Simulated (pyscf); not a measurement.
Concerted two-bond exchange: H₂C=CH–SiH₃ + H₂ -> H₃C–CH=SiH₂ + H₂

Gas phase, singlet surface, charge 0. Bonds broken: Si3–H7, H10–H11. Bonds formed: C1–H10, H7–H11. PySCF, gas phase, ωB97X-D3(BJ)/def2-SVP geometries.

Transition state (Å):

```xyz
11

C     -2.1008     0.2287     0.5752
C     -1.4674     0.9118    -0.4835
Si     0.1075     0.2678    -1.0002
H     -2.9392     0.7089     1.0975
H     -2.2116    -0.8632     0.5060
H     -1.6371     1.9937    -0.5580
H      0.5289     0.2235     0.7400
H      0.2318    -1.1925    -1.2612
H      0.9672     1.0739    -1.9084
H     -1.1037     0.1526     1.5245
H     -0.0841     0.0328     1.5345
```

One imaginary mode, 1836i cm⁻¹; descent along it reached the two sides named.

```tsv
bond	change	reactant side (Å)	saddle	product side
Si3–H7	breaks	1.493	1.791	3.4
H10–H11	breaks	0.760	1.027	3.1
C1–H10	forms	3.1	1.379	1.104
H7–H11	forms	3.2	1.021	0.762
```

Electronic energies relative to the separated reactants (kcal/mol):

```json
[
 {"level": "ωB97X-D3(BJ)/def2-TZVP", "barrier": "53.9", "reaction energy": "+20.0", "reverse barrier": "33.9"},
 {"level": "PBE/def2-TZVP", "barrier": "39.3", "reaction energy": "+14.9", "reverse barrier": "24.4"},
 {"level": "r²SCAN/def2-TZVP", "barrier": "42.8", "reaction energy": "+16.7", "reverse barrier": "26.1"},
 {"level": "B3LYP-D3(BJ)/def2-TZVP", "barrier": "48.9", "reaction energy": "+18.3", "reverse barrier": "30.6"},
 {"level": "PBE0-D3(BJ)/def2-TZVP", "barrier": "44.4", "reaction energy": "+16.6", "reverse barrier": "27.8"},
 {"level": "M06-2X/def2-TZVP", "barrier": "53.9", "reaction energy": "+18.4", "reverse barrier": "35.5"},
 {"level": "ωB97M-D3(BJ)/def2-TZVP", "barrier": "52.6", "reaction energy": "+19.0", "reverse barrier": "33.6"},
 {"level": "HF/def2-TZVP", "barrier": "81.3", "reaction energy": "+26.6", "reverse barrier": "54.7"}
]
```

With ωB97M-D3(BJ)/def2-TZVP energies and thermal terms (ideal gas, 1 atm, RRHO with modes under 100 cm⁻¹ raised to 100, one conformer, R ln 2 for chiral ones without a mode under 150 cm⁻¹), in kcal/mol:

```json
[
 {"T (K)": "298", "ΔH‡": "51.8", "ΔG‡": "61.0", "ΔH": "+20.4", "ΔG": "+20.5"},
 {"T (K)": "600", "ΔH‡": "50.9", "ΔG‡": "70.7", "ΔH": "+20.3", "ΔG": "+20.6"},
 {"T (K)": "900", "ΔH‡": "50.9", "ΔG‡": "80.7", "ΔH": "+20.2", "ΔG": "+20.8"},
 {"T (K)": "1200", "ΔH‡": "51.3", "ΔG‡": "90.6", "ΔH": "+20.0", "ΔG": "+21.0"}
]
```

This is the saddle that the search found; another between the same sides may lie lower.
